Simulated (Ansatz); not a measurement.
A nudged elastic band was laid between two geometries of AlH$_{5}$O (7 atoms, charge 0, multiplicity 1).

All numbers below come from Ansatz 0.2.0, RKS revPBE-D4/def2-SVP.

```json
{
  "movable images": "5",
  "climbing image": "yes",
  "spring": "5.0 eV/Å²",
  "optimiser": "quadratic models (default)",
  "start path": "through a guess of the saddle point",
  "force threshold": "0.05 eV/Å",
  "iteration limit": "60",
  "end points": "relaxed"
}
```

Image 0:

```xyz
7
Properties=species:S:1:pos:R:3
Al 0.046 0.054 0.091
H -0.065 0.641 1.594
H 1.419 0.269 -0.716
H -1.326 -0.096 -0.754
O 0.135 -1.941 0.664
H -0.648 -2.426 0.338
H 0.110 -2.025 1.638
```

Image 6:

```xyz
7
Properties=species:S:1:pos:R:3
Al 0.040 -0.543 -0.336
H -0.028 0.237 2.083
H 1.430 0.210 -0.520
H -1.393 0.139 -0.553
O 0.161 -2.240 0.001
H -0.625 -2.805 0.081
H 0.086 -0.523 2.098
```

(1) What changes between the two ends?

(2) What energy profile does the band end with?

(3) What is the geometry of the highest image?

(4) What are the harmonic wavenumbers there?

Results:

(1) Bonds broken: Al1–H2, O5–H7. Bonds formed: H2–H7. AlH5O becomes AlH3O + H2.

(2) The run converged. The highest image is number 3 of 0 to 6, 11.7 kcal/mol above the first end and 18.3 kcal/mol above the last; the last end lies 6.6 kcal/mol below the first. A vibrational analysis at the climbing image gives one clearly imaginary mode, 1052i cm⁻¹: a first-order saddle point. The orbitals stay closed-shell, which can raise the energy where a bond breaks towards radicals; this wasn't checked here.

```tsv
image	path coordinate (Å)	energy (kcal/mol)	Al1–H2 (Å)	O5–H7 (Å)	H2–H7 (Å)
0	0.00	0.0	1.62	0.98	2.67
1	0.44	1.1	1.63	0.98	2.13
2	0.88	4.6	1.67	1.01	1.58
3	1.32	11.7	1.80	1.26	1.07
4	1.80	0.6	2.08	1.78	0.81
5	2.28	-5.7	2.40	2.28	0.77
6	2.76	-6.6	2.54	2.71	0.77
```

(3) 
```xyz
7
Properties=species:S:1:pos:R:3
Al 0.049 -0.203 -0.088
H -0.015 -0.100 1.708
H 1.442 0.355 -0.622
H -1.390 0.134 -0.699
O 0.172 -1.998 0.568
H -0.614 -2.575 0.511
H 0.027 -1.139 1.476
```

(4) 1052i, 418, 435, 561, 580, 723, 744, 784, 1003, 1359, 1682, 1844, 1884, 1912, 3715 cm⁻¹.

The run took 22 s on 1 thread of AMD EPYC 9R45 96-Core Processor (Zen 5) (shared host), peak memory 0.12 GiB.
